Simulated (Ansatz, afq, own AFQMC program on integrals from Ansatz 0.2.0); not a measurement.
SiH$_{2}$, triplet in def2-TZVP, levels against CCSDT(Q)

```xyz
3

Si   -0.4939    0.4712   -0.2148
H     0.8452    0.5822    0.5255
H    -0.3513   -1.0533   -0.3107
```

Basis def2-TZVP. Noble-gas cores (and the filled d shells of Ga–Kr and In–Xe) are frozen. Ansatz 0.2.0 and our own AFQMC program on the same integrals; the CISD trial comes from CCSD amplitudes, and released means the phaseless constraint is let go. Error bars are statistical, one sigma.

Determinant: UHF, the one that the program's search chose, which needn't be the lowest solution. The geometry is a PBE0/def2-SVP stationary point of this or a neighbouring charge and spin state.

No full CI on the walks' own integrals is used here; CCSDT(Q) serves as the reference and is uncertain by about the last step of the cluster series.

Cautions: another spin lies lower (by 1.26 eV).

- T1 diagnostic: 0.0215
- weight of the determinant in the CISD state: 0.925
- ⟨S²⟩ of the determinant: 2.005
- size of the correlated space: 6 electrons in 44 orbitals

```csv
level,correlation energy (eV)
MP2,-2.2983
CCSD,-2.9432
CCSD(T),-3.0303
```

Problem. Estimate where phaseless AFQMC with a CISD trial lies against CCSD(T) on the same integrals.

Solution. 20.2 ± 1.4 meV below CCSD(T).

Reference: CCSDT(Q), correlation energy -3.057 eV. The released energy is read at 2.40 1/Eh (meV from the phaseless value at times in 1/Eh: -3.1 ± 1.4 at 0.24, -3.7 ± 0.9 at 0.51, -3.5 ± 0.7 at 0.99, -4.5 ± 0.8 at 1.62, -5.9 ± 1.5 at 2.40).

```
         level  E − E(reference) (meV)  share of correlation (%)
       CCSD(T)                    26.3                     99.14
         CCSDT                     2.1                     99.93
 ph-AFQMC/CISD               6.0 ± 1.4                     99.80
released AFQMC               0.1 ± 1.5                    100.00
```

A walk keeps the symmetry of its determinant, which the program's search chose and which needn't be the lowest solution, so a lower state of the same spin and another symmetry isn't excluded. Released energies are given only where the last usable release times agree within the noise; a slower fall can still hide under it.
